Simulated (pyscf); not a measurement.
Thermochemistry of product channels of Cl–InH–Cl + methyl (CH₃•) on the doublet surface, in kJ/mol, from CCSD(T)/def2-TZVPP + ΔMP2(QZVPP) energies (ideal gas, 1 atm, RRHO with modes under 100 cm⁻¹ raised to 100, one conformer, R ln 2 for chiral ones without a mode under 150 cm⁻¹). Optimised with ωB97X-D3(BJ)/def2-SVP in PySCF. Correlated levels are frozen-core, on RHF or UHF. ΔMP2 is the change of the MP2 total energy from the triple- to the quadruple-zeta basis.

```csv
products,ΔE,ΔH(298 K),ΔG(298 K),ΔG(900 K)
hydrogen chloride (HCl) + [H₃C–In–Cl]•,[?],-23.1,-25.4,-28.8
[Cl–In–Cl]• + methane (CH₄),[?],-148.7,-145.9,-134.5
```

Q: Some entries are withheld; supply them.

A: 
- hydrogen chloride (HCl) + [H₃C–In–Cl]•, ΔE: -35.2
- [Cl–In–Cl]• + methane (CH₄), ΔE: -169.6

These are energies of the channels, which say nothing of barriers. The CCSD(T) − MP2 part came from Ansatz, without density fitting, on the same reference. The frozen core leaves the outer d or s,p core shells of the metals and heavy elements correlated in the MP2 and CC values, and def2-TZVPP describes them poorly, which can shift differences by a few kcal/mol. Elements past Kr carry the def2 core potentials, without spin-orbit coupling.
